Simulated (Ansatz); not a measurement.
C4H8O, SMILES `CCCC=O`, relaxed with RKS PBE0-D4/def2-TZVP in Ansatz from a PBE-D4/def2-SVP geometry. The force threshold is 0.005 eV/Å; the program also tests the step.

The species carries charge 0 and has multiplicity 1.

Start:

```xyz
13

C     0.331    1.035    1.110
C     0.740   -0.284    0.451
C     0.166   -0.458   -0.965
C    -1.341   -0.597   -0.970
O    -2.107    0.043   -1.661
H    -0.771    1.117    1.214
H     0.668    1.905    0.510
H     0.770    1.135    2.123
H     0.413   -1.140    1.083
H     1.847   -0.357    0.400
H     0.441    0.382   -1.636
H     0.570   -1.395   -1.413
H    -1.728   -1.385   -0.247
```

```csv
step,energy (eV),largest force (eV/Å),largest move (Å)
1,-6320.4727,1.144,0.000
2,-6320.5271,0.196,0.034
3,-6320.5288,0.305,0.026
4,-6320.5307,0.100,0.026
5,-6320.5313,0.018,0.006
6,-6320.5313,0.015,0.002
7,-6320.5313,0.005,0.004
```

End:

```xyz
13

C     0.323    1.025    1.094
C     0.736   -0.287    0.447
C     0.169   -0.455   -0.961
C    -1.323   -0.592   -0.949
O    -2.086    0.048   -1.618
H    -0.764    1.105    1.182
H     0.664    1.878    0.501
H     0.745    1.122    2.096
H     0.409   -1.129    1.069
H     1.826   -0.353    0.399
H     0.442    0.379   -1.612
H     0.566   -1.376   -1.406
H    -1.708   -1.365   -0.244
```

It took 22 s on 4 threads of an Arm Neoverse V1 on a shared host, with 0.48 GiB of host memory at the peak.
